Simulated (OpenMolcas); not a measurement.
**doublet [SiH2]+: levels of theory compared**

We compute a comparison of 6 runs (U-r2SCAN/aug-cc-pVTZ, UB3LYP/aug-cc-pVTZ, UBLYP/aug-cc-pVTZ, UM06-L/aug-cc-pVTZ, UTPSS/aug-cc-pVTZ, ROMP2/aug-cc-pVTZ) of doublet [SiH2]+. 

The calculation is run with OpenMolcas 26.06.

## 1. Starting point

[SiH2]+ has 3 atoms, charge +1, and is taken as a doublet. SMILES of the parent species: `[SiH2]`. Geometry: relaxed at PBE0-D4/def2-TZVP. That shape belongs to the parent species and isn't relaxed for this state.

Bond lengths: Si1–H2 1.525 Å, Si1–H3 1.525 Å. Angles: H2–Si1–H3 91.2°.

## 2. A single-point energy at U-r2SCAN/aug-cc-pVTZ (run 1)

File mol.xyz:

```xyz
3

Si    -0.491200     0.468600    -0.213600
H      0.840300     0.578600     0.522500
H     -0.349100    -1.047200    -0.308900
```

File test.inp:

```
>>> EXPORT MOLCAS_PRINT=2
&GATEWAY
BasLib
$CurrDir
Coord
mol.xyz
Basis
aug-cc-pVTZ
Group
NoSym
&SEWARD
GridInput
Grid=UltraFine
End of Grid
&SCF
UHF
Charge
1
Spin
2
KSDFT
2
1.0 MGGA_X_R2SCAN
1.0 MGGA_C_R2SCAN
Thresholds
1e-10 1e-07 1e-07 1e-05
PrOrbitals
1 1
```

The basis set aug-cc-pVTZ is read from a file made from the Basis Set Exchange's data (not shown).

Command:

```
$ export MOLCAS_MEM=1860
$ pymolcas test.inp > test.log
```

What it wrote:

```text
--- Start Module: gateway ---
[...]
--- Stop Module: gateway /rc=_RC_ALL_IS_WELL_ ---
--- Start Module: seward ---
[...]
      Basis functions           96
--- Stop Module: seward /rc=_RC_ALL_IS_WELL_ ---
[...]
--- Start Module: scf ---
[...]
       Convergence after  15 Iterations
[...]
::    Total KS-DFT energy                            -290.2407157219
[...]
      Total spin, S                                     0.5023338616
[...]
      Total electronic charge=   15.000000
      Total            charge=    1.000000
[...]
      Dipole Moment (debye):
      Origin of the operator (angstrom)=   -0.4417    0.4214   -0.1921
                   X= -1.4538E-01               Y=  1.3869E-01               Z= -6.3217E-02           Total=  2.1063E-01
      Center of Charge (angstrom)
[...]
--- Stop Module: scf /rc=_RC_ALL_IS_WELL_ ---
[...]
```

Wall time 47 s (1 thread of AMD EPYC 7R43 (Zen 3), shared host); peak memory 0.53 GiB.

## 3. A single-point energy at UB3LYP/aug-cc-pVTZ (run 2)

File run.input:

```
>>> EXPORT MOLCAS_PRINT=2

&GATEWAY
 BasLib=$CurrDir
 Coord
 3
 angstrom
 Si      -0.491200       0.468600      -0.213600
 H        0.840300       0.578600       0.522500
 H       -0.349100      -1.047200      -0.308900
 Basis=aug-cc-pVTZ
 Group=NoSym

&SEWARD
 GridInput
 Grid=UltraFine
 End of Grid

&SCF
 UHF
 Charge=1
 Spin=2
 KSDFT=B3LYP
 Thresholds=1e-10 1e-07 1e-07 1e-05
 PrOrbitals=0
```

The basis set aug-cc-pVTZ is read from a file made from the Basis Set Exchange's data (not shown).

Command:

```
$ export MOLCAS_MEM=1860
$ pymolcas run.input > run.log
```

What it wrote:

```text
--- Start Module: gateway ---
[...]
--- Stop Module: gateway /rc=_RC_ALL_IS_WELL_ ---
--- Start Module: seward ---
[...]
      Basis functions           96
--- Stop Module: seward /rc=_RC_ALL_IS_WELL_ ---
[...]
--- Start Module: scf ---
[...]
       Convergence after  15 Iterations
[...]
::    Total KS-DFT energy                            -290.2963130553
[...]
      Total spin, S                                     0.5016962995
[...]
      Total electronic charge=   15.000000
      Total            charge=    1.000000
[...]
      Dipole Moment (debye):
      Origin of the operator (angstrom)=   -0.4417    0.4214   -0.1921
                   X= -1.4618E-01               Y=  1.3946E-01               Z= -6.3567E-02           Total=  2.1180E-01
      Center of Charge (angstrom)
[...]
--- Stop Module: scf /rc=_RC_ALL_IS_WELL_ ---
[...]
```

Wall time 37 s (1 thread of AMD EPYC 7R43 (Zen 3), shared host); peak memory 0.53 GiB.

## 4. A single-point energy at UBLYP/aug-cc-pVTZ (run 3)

File job.input:

```
>>> EXPORT MOLCAS_PRINT=2
&GATEWAY
BasLib=$CurrDir
BasisSet
Si.aug-cc-pVTZ....
Si1 -0.491200 0.468600 -0.213600 angstrom
End of Basis
BasisSet
H.aug-cc-pVTZ....
H2 0.840300 0.578600 0.522500 angstrom
H3 -0.349100 -1.047200 -0.308900 angstrom
End of Basis
&SEWARD
GridInput
Grid=UltraFine
End of Grid
&SCF
UHF
Charge=1
Spin=2
KSDFT=BLYP
Thresholds=1e-10 1e-07 1e-07 1e-05
PrOrbitals=1 1
```

The basis set aug-cc-pVTZ is read from a file made from the Basis Set Exchange's data (not shown).

Command:

```
$ export MOLCAS_MEM=1860
$ pymolcas job.input > job.log
```

What it wrote:

```text
--- Start Module: gateway ---
[...]
--- Stop Module: gateway /rc=_RC_ALL_IS_WELL_ ---
--- Start Module: seward ---
[...]
      Basis functions           96
--- Stop Module: seward /rc=_RC_ALL_IS_WELL_ ---
[...]
--- Start Module: scf ---
[...]
       Convergence after  16 Iterations
[...]
::    Total KS-DFT energy                            -290.2754206742
[...]
      Total spin, S                                     0.5011796854
[...]
      Total electronic charge=   15.000000
      Total            charge=    1.000000
[...]
      Dipole Moment (debye):
      Origin of the operator (angstrom)=   -0.4417    0.4214   -0.1921
                   X= -1.2423E-01               Y=  1.1851E-01               Z= -5.4020E-02           Total=  1.7999E-01
      Center of Charge (angstrom)
[...]
--- Stop Module: scf /rc=_RC_ALL_IS_WELL_ ---
[...]
```

Run time: 38 s. Hardware: 1 thread of AMD EPYC 7R43 (Zen 3), shared host; peak memory 0.53 GiB.

Runs 4 to 5 aren't shown in full; the table further down has their settings and results.

## 5. The energy at ROMP2/aug-cc-pVTZ (run 6)

File mol.input:

```
* H2Si ROMP2
&GATEWAY
BasLib=$CurrDir
BasisSet
Si.aug-cc-pVTZ....
Si1 -0.491200 0.468600 -0.213600 angstrom
End of Basis
BasisSet
H.aug-cc-pVTZ....
H2 0.840300 0.578600 0.522500 angstrom
H3 -0.349100 -1.047200 -0.308900 angstrom
End of Basis
&SEWARD
&SCF
UHF
Charge=1
Spin=2
Thresholds=1e-10 1e-07 1e-07 1e-05
PrOrbitals=1 1
&RASSCF
FileOrb=$Project.UnaOrb
Spin=2
Nactel=1 0 0
Inactive=7
Ras2=1
OutOrbitals=Canonical
OrbListing=Nothing
&CASPT2
IPEA=0.0
Frozen=5
```

The basis set aug-cc-pVTZ is read from a file made from the Basis Set Exchange's data (not shown).

Command:

```
$ export MOLCAS_MEM=1860
$ pymolcas mol.input > mol.log
```

What it wrote:

```text
--- Start Module: gateway ---
[...]
--- Stop Module: gateway /rc=_RC_ALL_IS_WELL_ ---
[...]
      Basis functions           96
[...]
       Convergence after  16 Iterations
[...]
::    Total SCF energy                               -289.7212328668
[...]
      Total spin, S                                     0.5054474086
[...]
--- Start Module: rasscf ---
[...]
      Number of active orbitals                  1
[...]
      Spin quantum number                      0.5
[...]
      Active orbitals                            1
[...]
      Number of CSFs                             1
[...]
      Number of root(s) required                 1
[...]
      Convergence after  8 iterations
[...]
      printout of CI-coefficients larger than  0.05 for root  1
      energy=    -289.718829
      conf/sym  1     Coeff  Weight
             1  u   1.00000 1.00000
      Natural orbitals and occupation numbers for root  1
      sym 1:   1.000000
      ************************************************************************************************************************
      *                                                    Final results                                                     *
[...]
::    RASSCF root number  1 Total energy:   -289.71882945
[...]
      Total electronic charge=   15.000000
      Total            charge=    1.000000
[...]
      Dipole Moment (debye):
      Origin of the operator (angstrom)=   -0.4417    0.4214   -0.1921
                   X= -3.0146E-01               Y=  2.8759E-01               Z= -1.3109E-01           Total=  4.3677E-01
      Center of Charge (angstrom)
[...]
--- Stop Module: rasscf /rc=_RC_ALL_IS_WELL_ ---
[...]
--- Start Module: caspt2 ---
[...]
 ###    WARNING: User changed nr of frozen orbitals.                         ###
 ###############################################################################
[...]
      E2 (Variational):          -0.0831925114
      Total energy:            -289.8020219580
[...]
      Reference weight:           0.96132
[...]
::    CASPT2 Root  1     Total energy:   -289.80202196
[...]
--- Stop Module: caspt2 /rc=_RC_ALL_IS_WELL_ ---
[...]
```

Run time: 25 s. Hardware: 1 thread of AMD EPYC 7R43 (Zen 3), shared host; peak memory 0.53 GiB.

## 6. The series

```tsv
run	level	integration grid	frozen core orbitals	energy (Eh)	HOMO energy (eV)	LUMO energy (eV)	⟨S²⟩	wall time
1	U-r2SCAN/aug-cc-pVTZ	UltraFine	–	-290.240716	-15.06	-12.27	0.755	47 s
2	UB3LYP/aug-cc-pVTZ	UltraFine	–	-290.296313	-15.60	-12.24	0.753	37 s
3	UBLYP/aug-cc-pVTZ	UltraFine	–	-290.275421	-14.47	-12.88	0.752	38 s
4	UM06-L/aug-cc-pVTZ	UltraFine	–	-290.269913	-14.81	-12.90	0.752	49 s
5	UTPSS/aug-cc-pVTZ	UltraFine	–	-290.299895	-14.91	-12.70	0.754	46 s
6	ROMP2/aug-cc-pVTZ	–	5	-289.802022	–	–	–	25 s
```

## 7. What came out

```
           quantity          value
run 6: total energy  -289.80202 Eh
```

**Reading.** Totals of different functionals can't be ranked against each other. All runs together took 4 min, the longest 49 s.
